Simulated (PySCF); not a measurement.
C3H4S, SMILES C=CC=S, point group Cs.

Level: PBE0/pcSseg-1 in PySCF (density fitting, grid level 2); geometry and Hessian at that level, cubic constants and property derivatives from steps of ±0.6 along each species' dimensionless normal coordinates, second-order vibrational perturbation theory. The parent has the commonest isotopes.

Equilibrium geometry (Å):

```
atom        x        y        z
  C1  -1.2476   0.0520   0.2065
  C2  -0.1092  -0.0882  -0.4844
  C3   1.1887   0.0307   0.1390
  S4   2.6179  -0.1248  -0.6241
  H5  -2.2197  -0.0393  -0.2724
  H6  -1.2387   0.2632   1.2754
  H7  -0.1240  -0.2993  -1.5535
  H8   1.1689   0.2434   1.2153
```

Give the equilibrium and ground-state rotational constants (MHz) of parent; ²H at 8; ³⁴S at 4; ³⁴S at 4, ²H at 8; ¹³C at 1; ²H at 7.


```json
{"species": "parent", "Ae": "46589", "Be": "2793.3", "Ce": "2635.3", "A0": "46140", "B0": "2781.3", "C0": "2623.1", "Δ0 (u Å²)": "0.005", "harmonic ZPE (cm⁻¹)": "13079"}
{"species": "²H at 8", "Ae": "38434", "Be": "2792.7", "Ce": "2603.5", "A0": "38080", "B0": "2780.9", "C0": "2591.5", "Δ0 (u Å²)": "0.010", "harmonic ZPE (cm⁻¹)": "12397"}
{"species": "³⁴S at 4", "Ae": "46553", "Be": "2722.8", "Ce": "2572.3", "A0": "46104", "B0": "2711.2", "C0": "2560.5", "Δ0 (u Å²)": "0.005", "harmonic ZPE (cm⁻¹)": "13072"}
{"species": "³⁴S at 4, ²H at 8", "Ae": "38395", "Be": "2721.9", "Ce": "2541.7", "A0": "38041", "B0": "2710.5", "C0": "2530.1", "Δ0 (u Å²)": "0.010", "harmonic ZPE (cm⁻¹)": "12389"}
{"species": "¹³C at 1", "Ae": "46560", "Be": "2707.9", "Ce": "2559.1", "A0": "46111", "B0": "2696.3", "C0": "2547.3", "Δ0 (u Å²)": "0.004", "harmonic ZPE (cm⁻¹)": "13040"}
{"species": "²H at 7", "Ae": "38822", "Be": "2778.6", "Ce": "2593", "A0": "38491", "B0": "2766.9", "C0": "2581.2", "Δ0 (u Å²)": "0.012", "harmonic ZPE (cm⁻¹)": "12374"}
```

Δ0 = Ic − Ia − Ib from the ground-state constants.

How is the parent's vibrational correction B0 − Be made up?


```json
{"axis": "a", "harmonic": "180", "Coriolis": "-242", "cubic": "-387", "total (MHz)": "-449"}
{"axis": "b", "harmonic": "2.2", "Coriolis": "-1.28", "cubic": "-12.9", "total (MHz)": "-12"}
{"axis": "c", "harmonic": "1.24", "Coriolis": "-0.689", "cubic": "-12.7", "total (MHz)": "-12.2"}
```

And its quartic centrifugal distortion constants from the harmonic force field?

Asymmetric top, A reduction, Ir representation: ΔJ = 0.343 kHz, ΔJK = -6.61 kHz, ΔK = 377 kHz, δJ = 0.0275 kHz, δK = 2.41 kHz.

A mode lies under 250 cm⁻¹, where this perturbation treatment is rough. Internal rotors are held in one well.
